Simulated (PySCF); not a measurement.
Homolysis of single bonds, series Si OH-H. Isolated molecules, 0 K electronic values unless said otherwise. One relaxed conformer stands for each flexible species; it need not be the lowest. Strings in code marks are SMILES.

The highest occupied spin orbital from two functionals at the same geometries (PBE0-D4/def2-TZVP), both in PySCF: PBE-D3(BJ)/def2-TZVP and B3LYP-D3(BJ)/def2-TZVP. B3LYP has the VWN-RPA correlation part, as in Gaussian. 

```tsv
species	PBE-D3(BJ)/def2-TZVP (eV)
radical fragment (`O[Si](O)O`)	-4.66
radical fragment (`[OH]`)	-7.16
radical fragment (`O[SiH]O` (H–O–Si–O torsion 48°, O–Si–O–H torsion -159°))	-4.46
radical fragment (`O[SiH2]` (H–O–Si–H torsion 52°))	-4.70
radical fragment (`[SiH3]`)	-5.32
```

What does B3LYP-D3(BJ)/def2-TZVP give for each?


- radical fragment (`O[Si](O)O`): -5.67
- radical fragment (`[OH]`): -8.84
- radical fragment (`O[SiH]O` (H–O–Si–O torsion 48°, O–Si–O–H torsion -159°)): -5.44
- radical fragment (`O[SiH2]` (H–O–Si–H torsion 52°)): -5.61
- radical fragment (`[SiH3]`): -6.09
Over these rows, drawn at random from the members with no instability flagged (it was tested for open shells, ions and some series alone), PBE minus B3LYP-D3(BJ): mean +1.07 eV, from +0.78 eV to +1.68 eV.
